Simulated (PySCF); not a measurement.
# Ionisation energy of N by level of theory

N [He] 2s2 2p3 (4S) → N⁺ [He] 2s2 2p2 (3P), as a difference of total energies. All numbers are calculated (PySCF 2.14, no relativity, point nucleus, in pcseg-2 (4s3p2d1f, 30 functions)). Correlated levels: valence: 1s2 frozen. The calculations carry no spin-orbit coupling.

Order these methods by the ionisation energy they give, lowest first.
A. SCS-MP2 (valence)
B. LDA
C. UHF
D. M06-L

C (13.896 eV), A (14.305 eV), D (14.688 eV), B (15.007 eV).

Errors of the correlated levels include the incompleteness of this basis and the frozen core.

For comparison: 14.545 eV (measured; NIST levels, between the centres of gravity of the two terms).
